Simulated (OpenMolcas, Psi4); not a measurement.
## How methods differ on C4H8 (SMILES C=C(C)C)

C4H8: 12 atoms, total charge 0, spin state singlet. As SMILES, `C=C(C)C`. The coordinates come from a PBE0-D4/def2-TZVP relaxation.

Each level gives the dipole moment (D). The values are calculated.

**The experiment to reproduce.** NIST CCCBDB gives the dipole moment of the gas as 0.50 D.

| level | kind | program | value (D) | computed − measured | CPU time |
| --- | --- | --- | --- | --- | --- |
| SVWN5/6-31G* (spherical functions) | LDA | OpenMolcas | 0.60 | +0.10 | 33 s |
| PBE/6-31G* (spherical functions) | GGA | OpenMolcas | 0.55 | +0.05 | 46 s |
| revPBE/6-31G* (spherical functions) | GGA | OpenMolcas | 0.54 | +0.04 | 44 s |
| M06-L/6-31G* (spherical functions) | meta-GGA | OpenMolcas | 0.57 | +0.07 | 58 s |
| B3LYP/6-31G* (spherical functions) | global hybrid | OpenMolcas | 0.52 | +0.02 | 44 s |
| M06-2X/6-31G* (spherical functions) | hybrid meta-GGA | OpenMolcas | 0.49 | -0.01 | 52 s |
| PBE0/6-31G* (spherical functions) | global hybrid | OpenMolcas | 0.53 | +0.03 | 43 s |
| wB97M-V/6-31G* (spherical functions) | range-separated hybrid | Psi4 | 0.51 | +0.01 | 3.6 min |

Nearest: M06-2X/6-31G* (spherical functions) (-0.01 D), wB97M-V/6-31G* (spherical functions) (+0.01 D); farthest: SVWN5/6-31G* (spherical functions) (+0.10 D). The measured dipole is a vibrational average, so differences of a few hundredths of a debye mean little. Computed less measured by kind, in D (of the ab initio rows, those in 6-31G*): LDA +0.10; GGA +0.04 to +0.05; meta-GGA +0.07; global hybrid -0.01 to +0.03; range-separated hybrid +0.01. Magnitudes only. Times are those of the runs behind each value, whatever else they computed, on shared processors of several kinds: orders of magnitude only.
